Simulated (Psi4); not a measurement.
**[OF2]+ (SMILES F[O+]F) at UM06-L/cc-pVTZ**

Aim: the vertical doublet–quartet gap of [OF2]+ at UM06-L/cc-pVTZ, from 2 runs. 

Program for the calculation: Psi4 1.11.

1 further run of the same task is left out (it didn't finish).

### 1 The molecule

The species is [OF2]+ (3 atoms), meant as a doublet with charge +1. SMILES: `F[O+]F`. The shape is that of a PBE0-D4/def2-TZVP optimisation.

Bond lengths: F1–O2 1.297 Å, O2–F3 1.297 Å. Angles: F1–O2–F3 108.0°.

### 2 Energy and gradient at UM06-L/cc-pVTZ

File f2o.xyz:

```xyz
3
F2O
F      0.920200    -0.309010     0.473410
O      0.000640     0.505210     0.055670
F     -0.920840    -0.196190    -0.529090
```

File f2o.py:

```python
import psi4

psi4.set_memory(2200000000)
psi4.set_num_threads(1)
psi4.set_output_file('output.dat', False)

with open('f2o.xyz') as f:
    atoms = ''.join(f.readlines()[2:])
molecule = psi4.geometry('1 2\n' + atoms + 'symmetry c1')

options = {'basis': 'cc-pVTZ', 'reference': 'uks', 'puream': True, 'e_convergence': 1e-09, 'd_convergence': 1e-08, 'scf_type': 'pk', 'dft_radial_points': 99, 'dft_spherical_points': 590, 'maxiter': 100}
psi4.set_options(options)

energy_value, wavefunction = psi4.gradient("m06-l", return_wfn=True)
psi4.oeprop(wavefunction, "DIPOLE", "WIBERG_LOWDIN_INDICES", "MAYER_INDICES")
print('gradient / Eh bohr^-1')
print(energy_value.np.round(6))
print(f'energy = {wavefunction.energy():.10f} Eh')
```

Command:

```sh
$ python f2o.py
```

output.dat:

```text
[...]
  Running in c1 symmetry.
[...]
  Nuclear repulsion =   79.155290775448890
[...]
  Multiplicity = 2
[...]
  Nalpha       = 13
  Nbeta        = 12
[...]
    Number of basis functions: 90
[...]
   @UKS iter   1:  -274.18343531259234    4.27441e-01   5.13327e-03 ADIIS/DIIS
[...]
   @UKS iter  13:  -274.25471461566758   -5.68434e-13   3.54488e-09 DIIS
[...]
   @S^2 Observed:                7.532834016E-01
[...]
    Orbital Energies [Eh]
    ---------------------
    Alpha Occupied:
       1A    -25.012092     2A    -25.012089     3A    -19.675586
       4A     -1.803321     5A     -1.642454     6A     -1.310663
       7A     -1.023487     8A     -0.965205     9A     -0.960530
      10A     -0.822945    11A     -0.788705    12A     -0.788329
      13A     -0.707670
    Alpha Virtual:
      14A     -0.462769    15A     -0.412094    16A      0.220754
      17A      0.233190    18A      0.235924    19A      0.338313
      20A      0.388874    21A      0.421450    22A      0.440936
      23A      0.453713    24A      0.474706    25A      0.557979
[...]
  @UKS Final Energy:  -274.25471461566758
   => Energetics <=
    Nuclear Repulsion Energy =             79.1552907754488899
    One-Electron Energy =                -528.1289594232505351
    Two-Electron Energy =                 203.5993928995992519
    DFT Exchange-Correlation Energy =     -28.8804388674651840
    Empirical Dispersion Energy =           0.0000000000000000
    VV10 Nonlocal Energy =                  0.0000000000000000
    Total Energy =                       -274.2547146156675808
[...]
  -Total Gradient:
     Atom            X                  Y                   Z
    ------   -----------------  -----------------  -----------------
       1       -0.015921383759     0.011536516832     0.000000000000
       2       -0.001155845088    -0.021316030337    -0.000000000000
       3        0.017075895717     0.009755004380    -0.000000000000
[...]
 Multipole Moments:
 ------------------------------------------------------------------------------------
     Multipole            Electronic (a.u.)      Nuclear  (a.u.)        Total (a.u.)
 ------------------------------------------------------------------------------------
 L = 1.  Multiply by 2.5417464519 to convert [e a0] to [Debye]
 Dipole X            :         -0.0120552            0.0231422            0.0110870
 Dipole Y            :         -0.2228066            0.4280823            0.2052756
 Dipole Z            :         -0.0000000            0.0000000           -0.0000000
 Magnitude           :                                                    0.2055748
[...]
```

The script printed:

```text
gradient / Eh bohr^-1
[[-0.015921  0.011537  0.      ]
 [-0.001156 -0.021316 -0.      ]
 [ 0.017076  0.009755 -0.      ]]
energy = -274.2547146157 Eh
```

Run time: 20 s. Hardware: 1 thread of Intel Xeon 6975P-C (Granite Rapids), shared host; peak memory 1.3 GiB.

### 3 The quartet: a single-point energy at UM06-L/cc-pVTZ

f2o.xyz is that of step 2.

File f2o.py:

```python
import psi4

psi4.set_memory(2200000000)
psi4.set_num_threads(1)
psi4.core.set_output_file('run.log', False)

with open('f2o.xyz') as f:
    atoms = ''.join(f.readlines()[2:])
m = psi4.geometry('1 4\n' + atoms + 'symmetry c1\nno_reorient\nno_com')

options = {'basis': 'cc-pVTZ', 'reference': 'uks', 'puream': True, 'e_convergence': 1e-09, 'd_convergence': 1e-08, 'scf_type': 'pk', 'dft_radial_points': 99, 'dft_spherical_points': 590, 'maxiter': 100}
psi4.set_options(options)

energy_value, wavefunction = psi4.energy('m06-l', molecule=m, return_wfn=True)
print('E =', round(energy_value, 9))
```

Command:

```sh
$ python f2o.py
```

run.log:

```text
[...]
  Running in c1 symmetry.
[...]
  Nuclear repulsion =   79.155290775448890
[...]
  Multiplicity = 4
[...]
  Nalpha       = 14
  Nbeta        = 11
[...]
    Number of basis functions: 90
[...]
   @UKS iter   1:  -273.95405560889532    6.56821e-01   3.16951e-03 DIIS/ADIIS
[...]
   @UKS iter  16:  -273.99006929605895    3.12639e-12   9.82605e-09 DIIS
[...]
   @S^2 Observed:                3.764609551E+00
[...]
    Orbital Energies [Eh]
    ---------------------
    Alpha Occupied:
       1A    -25.002269     2A    -25.002233     3A    -19.595694
       4A     -1.794276     5A     -1.659804     6A     -1.326175
       7A     -1.034933     8A     -0.976953     9A     -0.956134
      10A     -0.836972    11A     -0.827255    12A     -0.813922
      13A     -0.708011    14A     -0.489057
    Alpha Virtual:
      15A     -0.431699    16A      0.217517    17A      0.218758
      18A      0.242188    19A      0.332259    20A      0.376975
      21A      0.405976    22A      0.443363    23A      0.455316
      24A      0.475172    25A      0.553490    26A      0.897160
[...]
  @UKS Final Energy:  -273.99006929605895
   => Energetics <=
    Nuclear Repulsion Energy =             79.1552907754488899
    One-Electron Energy =                -528.3586331703885435
    Two-Electron Energy =                 204.2064220103548848
    DFT Exchange-Correlation Energy =     -28.9931489114741687
    Empirical Dispersion Energy =           0.0000000000000000
    VV10 Nonlocal Energy =                  0.0000000000000000
    Total Energy =                       -273.9900692960589481
[...]
 Multipole Moments:
 ------------------------------------------------------------------------------------
     Multipole            Electronic (a.u.)      Nuclear  (a.u.)        Total (a.u.)
 ------------------------------------------------------------------------------------
 L = 1.  Multiply by 2.5417464519 to convert [e a0] to [Debye]
 Dipole X            :          0.0012325           -0.0012094            0.0000231
 Dipole Y            :          1.0920707           -0.9545385            0.1375323
 Dipole Z            :          0.1204368           -0.1053711            0.0150656
 Magnitude           :                                                    0.1383550
[...]
```

The script printed:

```text
E = -273.990069296
```

Wall time 18 s (1 thread of Intel Xeon 6975P-C (Granite Rapids), shared host); peak memory 1.3 GiB.

### 4 Results

Level: UM06-L/cc-pVTZ.

| quantity | value |
| --- | --- |
| doublet: total energy | -274.25471 Eh |
| doublet: HOMO energy (highest over α and β) | -19.26 eV |
| doublet: LUMO energy (lowest over α and β) | -17.06 eV |
| doublet: ⟨S²⟩ | 0.753 |
| doublet: largest force on an atom | 1.098 eV/Å |
| quartet: total energy | -273.99007 Eh |
| quartet: HOMO energy (highest over α and β) | -13.31 eV |
| quartet: ⟨S²⟩ | 3.765 |
| vertical energy of the quartet above the doublet | 7.201 eV |

In words: At this shape the quartet lies 7.20 eV (166 kcal/mol) above the doublet. The largest force (doublet) is 1.10 eV/Å: the shape isn't a stationary point for this species at this level.
